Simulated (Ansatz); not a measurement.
Results of BLYP in Ansatz (PAW) for bcc Cs.

Run with plane-wave cutoff 520 eV, 14×14×14 k mesh, Fermi–Dirac smearing 0.05 eV, scalar-relativistic PAW data made under PBE.

Cell (relaxed at this level):

```cif
data_Cs2
_chemical_formula_sum 'Cs2'
_space_group_name_H-M_alt 'Im-3m'
_space_group_IT_number 229
_space_group_name_Hall '-I 4 2 3'
_cell_length_a 6.29017
_cell_length_b 6.29017
_cell_length_c 6.29017
_cell_angle_alpha 90.000
_cell_angle_beta 90.000
_cell_angle_gamma 90.000
loop_
_atom_site_label
_atom_site_type_symbol
_atom_site_symmetry_multiplicity
_atom_site_Wyckoff_symbol
_atom_site_fract_x
_atom_site_fract_y
_atom_site_fract_z
_atom_site_occupancy
Cs1 Cs 2 a 0.00000 0.00000 0.00000 1
```
(The calculation used a cell of 1 atom; values per cell refer to that cell.)

Question: Give the computed bulk modulus and pressure derivative B′ of the bulk modulus.

Answer: 
* **bulk modulus**: 1.61 GPa
* **pressure derivative B′ of the bulk modulus**: 3.9

The run finds no gap.

Measured, for comparison: bulk modulus 2.11 GPa (corrected for temperature and zero-point phonon effects, our sources range from 2.11 to 2.35; as tabulated in Levämäki et al. (2014), arXiv:1402.3671). Computed (rounded) less measured: bulk modulus -24 % (-24 % to -31 % over the range).

Spin–orbit coupling is not included.

Ansatz is a first-principles code.
